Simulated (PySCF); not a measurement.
# Assignment exercise: C$_{4}$H$_{9}$N

Molfile (atoms numbered from 1):
```
C4H9N
     RDKit          3D

 14 14  0  0  0  0  0  0  0  0999 V2000
    1.8654    0.1854   -0.5102 N   0  0  0  0  0  0  0  0  0  0  0  0
    0.6054    0.4883    0.1199 C   0  0  0  0  0  0  0  0  0  0  0  0
   -0.6001    0.5930   -0.8313 C   0  0  0  0  0  0  0  0  0  0  0  0
   -1.4279   -0.2609    0.1409 C   0  0  0  0  0  0  0  0  0  0  0  0
   -0.1480   -0.6123    0.9134 C   0  0  0  0  0  0  0  0  0  0  0  0
    1.7933   -0.6699   -1.0522 H   0  0  0  0  0  0  0  0  0  0  0  0
    2.5942    0.0585    0.1833 H   0  0  0  0  0  0  0  0  0  0  0  0
    0.7423    1.3953    0.7139 H   0  0  0  0  0  0  0  0  0  0  0  0
   -0.9672    1.5967   -1.0288 H   0  0  0  0  0  0  0  0  0  0  0  0
   -0.4086    0.0959   -1.7800 H   0  0  0  0  0  0  0  0  0  0  0  0
   -1.9635   -1.0996   -0.2993 H   0  0  0  0  0  0  0  0  0  0  0  0
   -2.1242    0.3307    0.7314 H   0  0  0  0  0  0  0  0  0  0  0  0
   -0.1856   -0.4911    1.9943 H   0  0  0  0  0  0  0  0  0  0  0  0
    0.2237   -1.6105    0.6824 H   0  0  0  0  0  0  0  0  0  0  0  0
  1  2  1  0
  2  3  1  0
  3  4  1  0
  4  5  1  0
  5  2  1  0
  1  6  1  0
  1  7  1  0
  2  8  1  0
  3  9  1  0
  3 10  1  0
  4 11  1  0
  4 12  1  0
  5 13  1  0
  5 14  1  0
M  END
```

[PySCF 2.14.0 with density-fitted response routines: couplings computed with B3LYP/pcJ-1 (spin–dipole term only in couplings to heteroatoms); GFN2-xTB geometry; σ from GIAO-PBE0/pcSseg-1; one conformer; in vacuum; averaged over atoms made equivalent by symmetry, fast rotation or ring inversion; non-relativistic Hamiltonian]

Shifts are taken against calculated references (same method and geometry level): ¹³C and ¹H vs TMS.

(1) Assign these signals to the numbered atoms. ¹³C{¹H} NMR (computed): δ 51.0 (CH), 35.4 (CH2), 12.8 (CH2).

(2) Assign these signals to the numbered atoms. ¹H NMR (300 MHz, computed): δ 3.36 (m, 1H), 2.44 (m, 2H), 1.65 (m, 1H), 1.62 (m, 1H), 1.52 (m, 2H), 0.78 (br s, 2H).

Results:

(1) 
| δ (ppm) | atoms | environment | reason |
| --- | --- | --- | --- |
| 51.0 | C2 | sp3 CH bonded to N | pulled downfield by the heteroatom |
| 35.4 | C3/C5 | sp3 CH2 in a ring | a saturated carbon with 2 carbon neighbours and no heteroatom attached |
| 12.8 | C4 | sp3 CH2 in a ring | – |

(2) 
3.36 → H8, hydrogen on an sp3 CH bonded to N: its carbon carries N, which withdraws density
2.44 → H9/H13, hydrogen on an sp3 CH2 in a ring
1.65 → H11, hydrogen on an sp3 CH2 in a ring: far from electronegative atoms and π systems
1.62 → H12, hydrogen on an sp3 CH2 in a ring
1.52 → H10/H14, hydrogen on an sp3 CH2 in a ring
0.78 → H6/H7, hydrogen on an amine nitrogen: labile proton, position sensitive to the medium

H11 and H12; H12 and H10/H14 lie closer than the usual error of such a calculation, so a measured spectrum could show them in the other order.

OH/NH shifts are gas-phase values; hydrogen bonding in solution moves them, usually downfield. Splittings below 1 Hz are ignored in the labels, and close J values are merged. Couplings among chemically equivalent protons are left out too, so labels in AA′BB′ or AA′XX′ sets are apparent multiplicities. Unscaled 3J(H,H) at this level run about 10 % above measured values. Shifts are as computed. Against solution values, carbons near 30 ppm lie about +3 ppm off and those near 130 ppm about +5 ppm. Of 1211 compounds with measured shifts, 218 miss one by over three times the rms of a fit or turn the order of signals round; such compounds aren't used in these exercises. Couplings to exchangeable protons are dropped. 3J across rotatable bonds or in flexible rings reflects this conformer alone.
